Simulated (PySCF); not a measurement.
Ligands exchanged one at a time, Si Cl-NH2. Isolated molecules, 0 K electronic values unless said otherwise. One relaxed conformer stands for each flexible species; it need not be the lowest. Strings in code marks are SMILES. All members: neutral, multiplicity 1. Level: TPSSh-D3(BJ)/def2-TZVP (PySCF), beside PBE-D3(BJ)/def2-TZVP // TPSSh-D3(BJ)/def2-TZVP (PySCF) at the same geometries.  Orbital energies are measured against the vacuum level.

```json
[
 {"species": "`Cl[Si](Cl)(Cl)Cl`", "HOMO, PBE (eV)": "-8.11", "HOMO, TPSSh-D3(BJ) (eV)": "-8.80"},
 {"species": "`N[Si](Cl)(Cl)Cl`", "HOMO, PBE (eV)": "-6.87", "HOMO, TPSSh-D3(BJ) (eV)": "-7.55"},
 {"species": "`N[Si](N)(Cl)Cl` (H–N–Si–Cl torsion -32°, Cl–Si–N–H torsion 84°)", "HOMO, PBE (eV)": "-6.53", "HOMO, TPSSh-D3(BJ) (eV)": "withheld"},
 {"species": "`N[Si](N)(N)Cl`", "HOMO, PBE (eV)": "-5.67", "HOMO, TPSSh-D3(BJ) (eV)": "-6.33"},
 {"species": "`N[Si](N)(N)N`", "HOMO, PBE (eV)": "-5.22", "HOMO, TPSSh-D3(BJ) (eV)": "-5.88"}
]
```

Fit y = a + b·x, y being the HOMO at the first level, to the 4 complete rows by least squares, with x = the PBE value in eV. Give a, b and the rms residual, and predict the withheld value.

Means of the 4 rows: x̄ = -6.4675, ȳ = -7.14 eV. Σ(x − x̄)² = 5.0521 and Σ(x − x̄)(y − ȳ) = 5.1094, so b = 1.011 and a = ȳ − b·x̄ = -0.601 eV. The rms residual is 0.003 eV. At x = -6.53 the line gives -7.20 eV. The run for `N[Si](N)(Cl)Cl` (H–N–Si–Cl torsion -32°, Cl–Si–N–H torsion 84°) gave -7.20 eV, so the line is off by 0.00 eV, within twice the rms residual.

Codes: PySCF.
